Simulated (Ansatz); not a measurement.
## Ansatz (development build ahead of 0.2.0) run

```yaml
crystal:
  periodic: [false, false, false]
  atoms:
    - { symbol: Cl, position_ang: [-1.02599, 0.07241, 1.95142] }
    - { symbol: Mg, position_ang: [0.00396, 0.02341, 0.01103] }
    - { symbol: Cl, position_ang: [1.03432, -0.02571, -1.92911] }
basis:
  gaussian: { orbitals: def2-SVP }
total_charge: 1
magnetization:
  spin_polarized: true
  initial_magnetization: 1
hamiltonian:
  xc: hf
output:
  forces: true
```

The input is written out in the form of the current development build from the run's settings.

Output:

- Converged: yes
- Total energy: -1118.02123 hartree
- Spin squared of the determinant: 0.756
- Stability test: minimum

Forces (eV/Å):
```
atom      Fx      Fy      Fz
 Cl1  -1.380   0.066   2.600
 Mg2   1.679  -0.080  -3.162
 Cl3  -0.298   0.014   0.562
```

Caution: the determinant breaks the point group.
